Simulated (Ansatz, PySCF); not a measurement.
System: LiF (charge -1, doublet). 
Geometry from a B3LYP-D3(BJ)/def2-TZVP (Ansatz, a first-principles code) optimisation:
```
Li
F 1 1.6294
```
Charge -1, spin multiplicity 2.

Total electronic energies in hartree. Valence correlation only, unless marked. UHF or UKS for open shells. Spin-orbit coupling is left out. Non-relativistic. Basis-set limits of correlation are two-point, X^-3; Hartree-Fock from the larger set.

```tsv
level	program	energy (Eh)
HF/def2-TZVPP	Ansatz	-106.98566
RI-HF/def2-TZVPP	Ansatz	-106.98565
RI-HF/def2-QZVPPD	Ansatz	-107.00092
PBE0/def2-QZVPP	Ansatz	-107.37144
r2SCANh/def2-TZVPD	Ansatz	___
PW6B95-D4/def2-TZVPD	PySCF + dftd4	-107.60175
RPA@PBE/def2-TZVPP	Ansatz	-107.38311
MP2/def2-QZVPP	Ansatz	-107.30446
SCS-MP2/def2-QZVPPD	Ansatz	-107.29951
CCSD/6-31G	Ansatz	-107.05342
CCSD/def2-SVPD	Ansatz	-107.09431
CCSD(T)/6-31G	Ansatz	-107.05488
CCSD(T)/6-31G*	Ansatz	-107.12541
CCSD(T)/def2-TZVPPD	Ansatz	-107.27965
CCSD(T)/CBS(def2-TZVPPD,def2-QZVPPD)	Ansatz	-107.3292
```

Some entries are withheld; supply them.


- r2SCANh/def2-TZVPD, energy (Eh): -107.42455
